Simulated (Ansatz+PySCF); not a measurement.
## singlet C₃H₆: levels of theory in one basis

```xyz
9

C     0.0000   -0.4905   -0.1288
C     0.0000   -0.5047    1.3118
C     0.0000    0.8306   -1.0531
H     0.0000   -1.5278   -0.7034
H     0.0000   -1.5171    1.9192
H     0.0000    0.4980    1.9395
H     0.0000    1.8242   -0.4015
H     0.9536    0.8550   -1.7668
H    -0.9536    0.8550   -1.7668
```

Basis set: def2-SVP (spherical functions). Correlated methods keep 3 orbitals frozen. Charge 0, multiplicity 1.

Computed with Ansatz (development build ahead of 0.2.0); each method stands on the lowest determinant of its kind that the runs found. NEVPT2 correlates all electrons. Active spaces start from the frontier orbitals, and the lowest solution found is given.

```csv
method,E − E(RHF) (eV),<S²> of the determinant
RHF,0.00,0.00
UHF,-0.12,0.35
RHF-MP2,-11.71,–
UHF-MP2,-11.20,0.35
RHF-CCSD(T),-13.38,–
"CASSCF(2,2)",-0.92,–
"SC-NEVPT2(2,2)",-12.03,–
```

What does RHF-CCSD give on the same scale?

-12.90 eV.

Is a single determinant a sound starting point here?

Only with care. Unrestricted orbitals gain 0.12 eV and <S²> is 0.35 against 0.00 for a pure state, so spin symmetry breaks but gains little energy; restricted orbitals can still serve. The CASSCF(2,2) natural occupations are 1.88, 0.12.

Caution for UHF, UHF-MP2: the unrestricted determinant is spin contaminated. Caution for UHF-MP2: a plain start can end on a higher determinant; another reference gives a lower total.
